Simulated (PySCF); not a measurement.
Species: C₃H₂ClOP.
Numbering: `[Cl:1][c:2]1[cH:3][o:4][cH:5][p:6]1` (hydrogens: H7 on C3; H8 on C5)

The calculation used TDDFT B3LYP/def2-SVPD, vertical, gas phase, core orbitals frozen in the response (PySCF). Isolated species at its GFN2-xTB geometry, gas phase.

Computed states:

```csv
state,E (eV),f
S1,5.04,0.030
S2,5.62,0.053
S3,5.91,0.011
S4,6.14,0.0001
S5,6.16,0.0010
S6,6.28,0.139
S7,6.35,0.0000
S8,6.59,0.0034
```

Each state is given a Gaussian of 0.4 eV full width at half maximum, with ε(max) = 2.175×10⁸ f / Δν̃ (Δν̃ the width in cm⁻¹). The width is an assumption, not a result. The curve ends short of the highest state used, and states not computed would add to its high-energy end.

Question: What does the envelope look like, and where are its maxima?

Answer: 
E (eV), ε (L mol⁻¹ cm⁻¹) and a bar:
```
     4.44          4 
     4.51         14 
     4.58         48 
     4.65        136 #
     4.71        290 ##
     4.78        601 #####
     4.85       1050 ########
     4.92       1549 #############
     4.98       1889 ###############
     5.05       2042 #################
     5.12       1890 ###############
     5.18       1609 #############
     5.25       1323 ###########
     5.32       1317 ###########
     5.39       1715 ##############
     5.45       2323 ###################
     5.52       3106 #########################
     5.59       3643 #############################
     5.66       3707 ##############################
     5.72       3401 ############################
     5.79       2854 #######################
     5.86       2456 ####################
     5.92       2501 ####################
     5.99       3237 ##########################
```

Maxima: 246 nm (5.05 eV), ε about 2000, made up of S1 (99%); 220 nm (5.63 eV), ε about 3700, made up of S2 (94%) (ε in L mol⁻¹ cm⁻¹; maxima over ε = 5, shares over 10%). At its high-energy end, 5.99 eV, the curve is still rising (ε about 3200, from S3 and S6).

Question: Does any computed singlet lie in the visible range?

Answer: No computed singlet lies in the visible range (380 to 750 nm); the lowest, at 246 nm, stands 1.78 eV above its violet end (3.26 eV).

Question: On this curve, what absorbance would a 10⁻³ mol/L sample give at 266 nm over a 1 cm path?

Answer: 266 nm is 4.661 eV, where ε is about 160 L mol⁻¹ cm⁻¹, so A = ε c l ≈ 0.16 (Beer–Lambert, with the gas-phase spectrum and the assumed width).

Question: Coming from long wavelengths, where does ε first pass 100 L mol⁻¹ cm⁻¹?

Answer: At about 268 nm (4.63 eV), 0.42 eV below S1.
